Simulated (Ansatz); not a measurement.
B₃H₃⁻ (the lowest doublet isomer of a short search). Charge -1, multiplicity 2. Geometry r2SCAN-D4/def2-TZVPD, basis def2-TZVPD, Ansatz.

```xyz
6

B     0.750    0.525    0.092
B    -0.290    0.012   -0.940
B    -0.571   -0.529    0.489
H     1.565    0.934    0.868
H    -0.643    0.017   -2.089
H    -0.811   -0.960    1.580
```

```tsv
run	HOMO (eV)	LUMO (eV)
A	0.02	2.69
B	0.50	2.56
C	-0.26	3.00
D	0.78	1.64
E	0.81	2.04
F	0.09	2.88
```

B3LYP takes the VWN-RPA correlation. The structure comes from a short search, and lower isomers may exist.

HOMO and LUMO are taken over both spins.

**Question.** The runs used B3LYP, LDA (SPW92), PBE, PBE0, r2SCAN, r2SCANh. Estimate which is which.

**Answer.** A B3LYP (20 % exact exchange); B r2SCAN (0 % exact exchange); C PBE0 (25 % exact exchange); D LDA (SPW92) (0 % exact exchange); E PBE (0 % exact exchange); F r2SCANh (10 % exact exchange). Exact exchange lowers occupied and raises empty levels; among semilocal functionals meta-GGAs tend to open the gap a little, and such runs are hard to tell apart. The gap grows from 0.86 eV (LDA (SPW92)) to 3.26 eV (PBE0). At B3LYP-D4/def2-TZVPD, r2SCAN-D4/def2-TZVPD, LDA (SPW92)/def2-TZVPD, PBE-D4/def2-TZVPD and others the highest occupied level of the charge -1 doublet lies above zero (up to 0.81 eV). By energy differences its removal costs 2.21 eV (vertical, to the charge 0 singlet, at PBE-D4/def2-TZVPD); a positive level beside a positive removal energy at the same level points to self-interaction error.
